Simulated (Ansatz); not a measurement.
# BNH4 (SMILES BN): methods side by side

BNH4: 6 atoms, total charge 0, spin state singlet. As SMILES, `BN`. Geometry: relaxed at PBE0-D4/def2-TZVP.

```xyz
6

B    -0.1282   -0.6796   -0.0256
N     0.1461    0.6774    0.0108
H     0.2258   -1.3680    0.8875
H    -0.7120   -1.1287   -0.9692
H    -0.1216    1.3137   -0.7208
H     0.6320    1.1214    0.7713
```

Each level gives the energy change with the B1–H3 bond stretched from 1.197 to 1.796 Å (eV). The values are calculated.

| level | kind | program | value (eV) | less FCI/STO-3G |
| --- | --- | --- | --- | --- |
| PBE/STO-3G (restricted) | GGA | Ansatz | 2.60 | +0.01 |
| B3LYP/STO-3G (restricted) | global hybrid | Ansatz | 2.77 | +0.18 |
| PBE0/STO-3G (restricted) | global hybrid | Ansatz | 2.87 | +0.28 |
| CAM-B3LYP/STO-3G (restricted) | range-separated hybrid | Ansatz | 2.90 | +0.31 |
| HSE06/STO-3G (restricted) | range-separated hybrid | Ansatz | 2.86 | +0.27 |
| B2PLYP/STO-3G (restricted) | double hybrid | Ansatz | 2.88 | +0.29 |
| RPA@PBE/STO-3G (restricted) | RPA | Ansatz | 2.56 | -0.03 |
| CCSDT(Q)/STO-3G (restricted) | coupled cluster or CI | Ansatz | 2.59 | 0.00 |
| FCI/STO-3G | exact in the basis | Ansatz | 2.59 | 0.00 |

FCI/STO-3G is exact within its basis and frozen core, so for wave-function methods in that basis the difference is their error; functionals converge differently with the basis, so for them it is only a difference. The first shape isn't each level's own minimum. The values span 2.56 to 2.90 eV. All rows use very small basis sets, so even the best lies far from the true value.
